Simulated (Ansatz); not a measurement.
**2H MoSe2: elastic constant C12 by level of theory**

No measured value is used here.

| level (code) | value (GPa) | cell (Å³/atom) |
|---|---|---|
| LDA (Ansatz) | 44.9 | 19.40 |
| PBE (Ansatz) | 33.2 | 24.09 |
| PBEsol (Ansatz) | ___ | 20.25 |
| PBE-D3(BJ) (Ansatz) | 40.9 | 19.73 |
| PBE-D4 (Ansatz) | 41.2 | 19.89 |

Question: Some entries are withheld; supply them.

Answer: 
- PBEsol (Ansatz, a first-principles code), value (GPa): 40.3

The crystal itself was run without spin with LDA, PBE, PBEsol, PBE-D3(BJ), PBE-D4; a magnetic state was not tried in these runs. LDA: LDA has no dispersion term either, though it tends to give short spacings of layers, chains or molecules. PBE, PBEsol: the cell comes from a level without a dispersion term, which matters for the spacing of layers, chains or molecules. PBE-D3(BJ), PBE-D4: the dispersion coefficients are held fixed in the derivatives. Each level is taken at its own relaxed cell. Ansatz's density-functional and Hartree–Fock values are scalar-relativistic unless marked +SOC, with PAW data made under PBE.
